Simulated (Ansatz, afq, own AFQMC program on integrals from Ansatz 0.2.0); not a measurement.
**AlH3, triplet: AFQMC among the cluster methods**

```yaml
atoms:
  - { symbol: Al, position_ang: [-0.0018, 0.0760, -0.1031] }
  - { symbol: H, position_ang: [-0.0018, -1.3708, -0.7614] }
  - { symbol: H, position_ang: [0.4721, -0.3567, 1.8712] }
  - { symbol: H, position_ang: [-0.4224, -0.3081, 1.6495] }
```

Basis 6-31G. Only valence electrons are correlated. Ansatz 0.2.0 and our own AFQMC program on the same integrals; the CISD trial comes from CCSD amplitudes, and released means the phaseless constraint is let go. ± is one standard error of the sampling.

Determinant: UHF, the one that the program's search chose, which needn't be the lowest solution. The geometry is a point of a scan.

Full CI on the same integrals is exact in this basis and with this determinant's frozen core.

Cautions: lower spins were not checked.

- T1 diagnostic: 0.0140
- weight of the determinant in the CISD state: 0.947
- ⟨S²⟩ of the determinant: 2.002
- size of the correlated space: 6 electrons in 14 orbitals

```json
{"level": "MP2", "correlation energy (eV)": "-1.0808"}
{"level": "CCSD", "correlation energy (eV)": "-1.5940"}
{"level": "CCSD(T)", "correlation energy (eV)": "-1.6119"}
```

Q: Estimate where AFQMC with the constraint released lies against CCSD(T) on the same integrals.

A: 9.5 ± 0.3 meV below CCSD(T).

Reference: full CI, correlation energy -1.621 eV. The released energy is read at 2.40 1/Eh (meV from the phaseless value at times in 1/Eh: -0.3 ± 0.8 at 0.24, -0.5 ± 0.5 at 0.51, -0.8 ± 0.4 at 0.99, -1.2 ± 0.3 at 1.62, -2.2 ± 0.3 at 2.40).

```
         level  E − E(reference) (meV)  share of correlation (%)
       CCSD(T)                     9.4                     99.42
         CCSDT                     0.3                     99.98
      CCSDT(Q)                     0.1                     99.99
        CCSDTQ                     0.0                    100.00
 ph-AFQMC/CISD               2.1 ± 0.6                     99.87
released AFQMC              -0.1 ± 0.3                    100.01
```

CCSDT and higher add their correlation energy to the determinant of the CCSD(T) run, since their own runs factorise the integrals more tightly (a shift of under 2 meV). Released energies are given only where the last usable release times agree within the noise; a slower fall can still hide under it.
